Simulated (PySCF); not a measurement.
**Gas-phase thermal properties of H2S2**

Computed with PySCF (xtb for GFN2) and rigid-rotor harmonic-oscillator thermochemistry at 1 bar. 6-31G* has spherical d functions here. All species are closed-shell singlets. B3LYP is the form with VWN-RPA correlation. No R ln 2 is added for the mirror-image form of H2S2. The harmonic model lacks anharmonicity and excited electronic states, which grow with temperature; levels with a mode under 35 cm⁻¹ are left out. Internal rotation in H2S2 is treated as a harmonic vibration of one conformer, which makes the entropy rough.

```tsv
level	point group	σ	ZPE (kJ/mol)	S°298 (J/mol/K)	Cp298 (J/mol/K)	S°1000 (J/mol/K)	H1000 − H298 (kJ/mol)
B3LYP/6-31G*	C2	2	47.9	252.4	48.4	324.0	42.9
GFN2-xTB	C2	2	42.7	254.2	50.6	328.1	44.3
HF/6-31G*	C2	2	53.0	250.7	46.5	320.1	41.7
PBE/def2-SVP	C2	2	46.1	253.0	49.3	325.6	43.5
PBE0/def2-TZVP	C2	2	48.7	251.3	47.8	322.4	42.7
```
σ: rotational symmetry number. Electronic degeneracy used: 1. Frequencies are unscaled.
